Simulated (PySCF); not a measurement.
**Working out the ionisation energy of N**

N [He] 2s2 2p3 (4S) → N⁺ [He] 2s2 2p2 (3P). Computed with PySCF 2.14 in ANO-R3 (4s4p2d1f, 33 functions), with scalar relativity by spin-free X2C-1e. Frozen: nothing. Energies in hartree (1 hartree = 27.21139 eV):

| part | N (lower) | N⁺ (upper) |
| --- | --- | --- |
| UHF | -54.432634 | -53.922896 |
| MP2 opposite-spin | -0.076339 | -0.067858 |
| MP2 same-spin | -0.032609 | -0.015390 |

**Question.** What does Hartree-Fock give?

**Answer.** (-53.922896) − (-54.432634) = 0.509738 hartree = 13.871 eV.

**Question.** What do MP2 and SCS-MP2 (6/5 opposite-spin, 1/3 same-spin) give?

**Answer.** The opposite-spin parts differ by 0.231 eV and the same-spin parts by 0.469 eV. MP2: 13.871 + (0.231) + (0.469) = 14.571 eV. SCS-MP2: 13.871 + 1.2 × (0.231) + (0.469)/3 = 14.305 eV.

Measured between the centres of the two terms (NIST): 14.545 eV, so MP2 (valence and next inner shell) is off by 0.026 eV.

What remains against the reference includes basis incompleteness and correlation beyond second order.
